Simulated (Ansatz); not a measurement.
Grey tin (α-Sn)

Method: HSE06 in Ansatz (PAW).

Run with plane-wave cutoff 500 eV, 4×6×1 k mesh (along the axes of the cell as run), Fermi–Dirac smearing 0.1 eV, scalar-relativistic PAW data made under PBE.

Cell: relaxed with r²SCAN.

```
Quantity                             Result
--------------------------------  ---------
surface energy of the (110) face  1.02 J/m²
work function of the (110) face     4.51 eV
```

Note: exact exchange on metals is sensitive to the k mesh and can open a false gap; the run warned that the count of filled bands differs between k points.

The slab of 16 atoms is relaxed and unreconstructed.

Spin–orbit coupling is not included.

The computed numbers hold no vibrational or temperature effects.

The result took very roughly 9 core-hours.

Ansatz is a program for electronic structure.
